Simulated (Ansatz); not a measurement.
H3PO2 (SMILES O=[PH2]O): methods side by side

H3PO2: 6 atoms, total charge 0, spin state singlet. SMILES: `O=[PH2]O`. The coordinates come from a GFN2-xTB relaxation. This is one conformer, not always the lowest.

Each level gives the electronic atomisation energy (eV). The values are calculated. Electronic energies at fixed atoms, without zero-point motion or spin-orbit coupling.

```
          level                    kind  program  value (eV)  less FCI/STO-3G  CPU time (all runs)
      HF/STO-3G            Hartree–Fock   Ansatz        7.99            -4.17                0.2 s
     PBE/STO-3G                     GGA   Ansatz       18.47            +6.31                2.2 s
  revPBE/STO-3G                     GGA   Ansatz       17.57            +5.41                  2 s
 wB97M-V/STO-3G  range-separated hybrid   Ansatz       17.97            +5.81                 28 s
 RPA@PBE/STO-3G                     RPA   Ansatz       11.78            -0.38                2.9 s
 CCSD(T)/STO-3G   coupled cluster or CI   Ansatz       12.14            -0.02               0.36 s
CCSDT(Q)/STO-3G   coupled cluster or CI   Ansatz       12.17            +0.01                  1 s
  CCSDTQ/STO-3G   coupled cluster or CI   Ansatz       12.16             0.00                 15 s
     FCI/STO-3G      exact in the basis   Ansatz       12.16             0.00                 51 s
```

FCI/STO-3G is exact within its basis and frozen core, so for wave-function methods in that basis the difference is their error; functionals converge differently with the basis, so for them it is only a difference. The values span 7.99 to 18.47 eV. All rows use very small basis sets, so none should be taken for the real molecule's value. In so small a basis fixed costs decide the times, and correlated methods can beat functionals. Times are those of the runs behind each value, whatever else they computed, on shared processors of several kinds: orders of magnitude only.
